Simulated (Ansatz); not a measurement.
Z-matrix (Å, degrees):
```
C
C 1 1.489
F 1 1.344 2 110.7
F 1 1.337 2 112.7 3 -120.1
Cl 1 1.785 2 110.4 3 118.9
C 2 1.321 1 123.1 3 124.9
H 2 1.084 1 114.1 3 -55.2
H 6 1.083 2 121.6 1 0.4
H 6 1.083 2 120.7 1 -179.7
```

Charge 0, multiplicity 1.

Problem. List the PBE0/def2-TZVPP orbital energies in eV (Ansatz). (Estimate.)

Solution. Ansatz gave: Occupied: -2767.85, -675.11, -674.99, -284.55, -279.23, -278.99, -259.68, -198.03, -197.79, -197.79, -36.15, -34.37, -24.56, -22.75, -19.61, -17.53, -16.48, -15.49, -15.22, -13.43, -12.78, -12.68, -12.14, -11.57, -10.43, -9.66, -9.42, -8.52. Lowest empty: -0.96, 0.80, 1.69, 2.37, 3.23, 3.43, 3.89, 4.78.
